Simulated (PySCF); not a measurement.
```xyz
2

Be    0.0000    0.0000    0.2697
H     0.0000    0.0000   -1.0786
```

Basis set: cc-pVTZ on H; cc-pCVTZ on Be (spherical functions). All electrons are correlated. Charge 1, multiplicity 1.

Starred EOM-CCSD(T)(a) on the restricted Hartree–Fock determinant with PySCF 2.14.0; the energies are vertical.

(1) The solver was asked for the few lowest roots only. Give the electron affinities of singlet BeH(+) among them whose weight of singles is over 0.7 (positive where the electron binds).

Results:

(1)

| root | energy (eV) | weight of singles |
| --- | --- | --- |
| 1 | 8.31 | 0.98 |
| 2 | 5.79 | 0.98 |
| 3 | 5.79 | 0.98 |

Higher main lines weren't sought.
